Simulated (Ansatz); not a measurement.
Species, as SMILES: [PH2] (PH2), doublet.
Atoms: P1, H2, H3. Bonds: P1-H2, P1-H3.

Basis-set convergence of the lowest harmonic wavenumber at PBE with Ansatz (an electronic-structure program). Each level at its own minimum, finite differences of forces, unscaled; the reference is a large set that could be run, not a limit. Cartesian d functions, on some or all atoms, in 6-31G*, 6-31+G*, 6-311G**, 6-311+G**; all else is spherical. The program fits the integrals of some runs and decomposes those of others, by size. Open shells are unrestricted. No added dispersion term, no relativity. Reference: the value in def2-QZVPPD, 1077 cm⁻¹. Deviations are taken from unrounded values.

```csv
basis,functions,lowest harmonic wavenumber (cm⁻¹)
6-31G*,23,1111
6-31+G*,27,1109
def2-SVP,28,1072
def2-SVPD,40,1070
pcseg-1,28,1077
aug-pcseg-1,45,1075
cc-pV(D+d)Z,33,1071
aug-cc-pV(D+d)Z,50,1066
6-311G**,39,1080
6-311+G**,43,1081
def2-TZVP,49,1081
def2-TZVPD,61,1078
pcseg-2,62,1080
aug-pcseg-2,96,1076
cc-pV(T+d)Z,67,1080
aug-cc-pV(T+d)Z,101,1078
def2-TZVPP,70,1080
def2-TZVPPD,82,1078
def2-QZVPP,130,1078
def2-QZVPPD,142,1077
```

What the diffuse functions change, pair by pair:
- 6-31G* to 6-31+G*: 4 more functions, deviation 34 to 31 cm⁻¹
- def2-SVP to def2-SVPD: 12 more functions, deviation -6 to -7 cm⁻¹
- pcseg-1 to aug-pcseg-1: 17 more functions, deviation 0 to -2 cm⁻¹
- cc-pV(D+d)Z to aug-cc-pV(D+d)Z: 17 more functions, deviation -6 to -11 cm⁻¹
- 6-311G** to 6-311+G**: 4 more functions, deviation 2 to 3 cm⁻¹
- def2-TZVP to def2-TZVPD: 12 more functions, deviation 4 to 0 cm⁻¹
- pcseg-2 to aug-pcseg-2: 34 more functions, deviation 2 to -1 cm⁻¹
- cc-pV(T+d)Z to aug-cc-pV(T+d)Z: 34 more functions, deviation 2 to 1 cm⁻¹
- def2-TZVPP to def2-TZVPPD: 12 more functions, deviation 2 to 0 cm⁻¹
- def2-QZVPP to def2-QZVPPD: 12 more functions, deviation 0 to 0 cm⁻¹

Leaving out the reference's own pair, they bring the value nearer the reference by more than 1 cm⁻¹ in 5 of 9 pairs.
